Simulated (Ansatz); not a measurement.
C₇H₁₆ (`CCC(C)(C)CC`). Total charge 0; spin multiplicity 1. All single points use the PBE0-D4/def2-TZVP geometry. It is one conformer, not always the lowest.

```xyz
23

C    -0.543   -1.919    0.988
C    -0.969   -0.879   -0.034
C     0.132    0.067   -0.539
C    -0.507    1.069   -1.498
C     1.193   -0.721   -1.304
C     0.826    0.806    0.615
C    -0.077    1.606    1.539
H     0.245   -2.571    0.603
H    -1.387   -2.556    1.262
H    -0.171   -1.460    1.907
H    -1.782   -0.277    0.385
H    -1.397   -1.385   -0.907
H    -1.305    1.640   -1.017
H    -0.945    0.553   -2.357
H     0.235    1.778   -1.877
H     0.747   -1.279   -2.132
H     1.715   -1.432   -0.659
H     1.945   -0.046   -1.723
H     1.391    0.078    1.208
H     1.577    1.474    0.178
H    -0.802    0.969    2.052
H     0.512    2.111    2.308
H    -0.635    2.374    1.000
```

(1) What is the dipole moment at ωB97M-V/def2-TZVPP? (Estimate.)

(2) Give the Mulliken charges with ωB97M-V, PBE, B3LYP in def2-TZVPP. (An estimate is asked.)

Results:

(1) The calculation gave: 0.05 D, zero by symmetry or nearly so.

(2) Computed: 
```tsv
atom	ωB97M-V	PBE	B3LYP
C1	-0.32	-0.28	-0.28
C2	-0.20	-0.12	-0.13
C3	0.00	0.30	0.31
C4	-0.32	-0.30	-0.32
C5	-0.32	-0.30	-0.32
C6	-0.20	-0.12	-0.13
C7	-0.32	-0.28	-0.28
H8	0.10	0.08	0.08
H9	0.11	0.08	0.08
H10	0.10	0.07	0.07
H11	0.11	0.05	0.06
H12	0.10	0.05	0.05
H13	0.11	0.07	0.08
H14	0.11	0.07	0.08
H15	0.11	0.07	0.08
H16	0.11	0.07	0.08
H17	0.11	0.07	0.08
H18	0.11	0.07	0.08
H19	0.11	0.05	0.06
H20	0.10	0.05	0.05
H21	0.10	0.07	0.07
H22	0.11	0.08	0.08
H23	0.10	0.08	0.08
```

B3LYP here is the variant with VWN-RPA as its local correlation; programs differ in this.
